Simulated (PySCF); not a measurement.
Species: C₂H₇B.
Geometry (PBE0-D3(BJ)/def2-SVP, Å), atoms numbered from 1 in this order:
```
atom  x, y, z in Å
B1     1.3220    0.3107    0.4546
C2     0.0024   -0.3618   -0.0254
C3    -1.3236    0.1768    0.4967
H4     2.3869   -0.1102    0.0578
H5     1.3271    1.2534    1.2175
H6     0.0394   -0.3413   -1.1344
H7     0.1120   -1.4453    0.1858
H8    -1.3775    0.1087    1.5943
H9    -2.1887   -0.3699    0.0904
H10   -1.4533    1.2387    0.2363
```

Linear response at wB97X-D/def2-SVPD (PySCF, frozen core in the response, non-relativistic).

Static isotropic polarisability: 41.50 au (6.15 Å³), principal values 35.7, 41.9, 46.9 au.

Problem. What is the polarisability at 1064 nm and at the sodium D line?

Solution. 41.80 au at 1064 nm (+0.7 %), 42.51 au at 589.3 nm (+2.4 %). The rise at 589.3 nm is 3.33 times that at 1064 nm; a pure ω² law gives 3.26. The lowest singlet lies at 210 nm, shorter than both wavelengths.

Problem. What is the isotropic C6 coefficient between two such molecules, C6 = (3/π)∫α(iω)² dω?

Solution. 714.7 au (Eh·bohr⁶) by a ten-point quadrature over imaginary frequencies, which is 427 eV·Å⁶ or 41.2 J·nm⁶/mol.

Problem. Which effective excitation energy ω̄ makes London's formula C6 = (3/4)α²ω̄ exact here?

Solution. ω̄ = 4·C6/(3α²) = 0.553 Eh = 15.1 eV. A one-pole form α(ω) = α/(1 − ω²/ω̄²) fitted to the 1064 nm value gives 13.7 eV. London's choice of the ionisation energy (11.23 eV, ΔSCF at the same level) gives C6 = 533 au, 25 % too low.

Problem. The lowest 6 singlets have (eV, f): 5.90, 0.000; 6.00, 0.001; 7.86, 0.047; 8.48, 0.002; 8.71, 0.002; 8.90, 0.069. What share of the static polarisability do they carry in the sum over states α = Σ f/ω²?

Solution. 1.27 au, 3.1 % of α; the largest term, 0.64 au, is that of the state at 8.90 eV. Their oscillator strengths add up to 0.12. Higher states carry the rest.

Problem. How anisotropic is the static polarisability, by Δα² = ½[(α1 − α2)² + (α2 − α3)² + (α3 − α1)²]?

Solution. Δα = 9.7 au, or 0.23 of the isotropic value.

Problem. How many electrons N does the Slater–Kirkwood formula C6 = (3/4)·√N·α^(3/2) need to give this C6?

Solution. N = (4·C6/3)²/α³ = 12.7; the species has 24 electrons in all.

Problem. What n − 1 at the D line would an ideal gas of it have at 273.15 K and 1 atm (2.6868 × 10¹⁹ cm⁻³), by n − 1 = 2π·N·α′?

Solution. 10.64 × 10⁻⁴, a formal value whether or not that pressure can be reached.

Problem. What three-body coefficient follows from the one-pole estimate C9 = (3/4)·α·C6?

Solution. 22200 au. This is an estimate from the two numbers above, not a computed integral.

Problem. What molar refraction at the D line follows from R = (4π/3)·N_A·α′, with α′ the polarisability volume?

Solution. α′ = 6.30 Å³ gives R = 15.89 cm³/mol, for isolated, non-vibrating species.

One conformer stands for the species.

The pairwise dispersion term of wB97X-D wasn't added to the energies; at a given geometry it leaves orbitals and properties as they are.
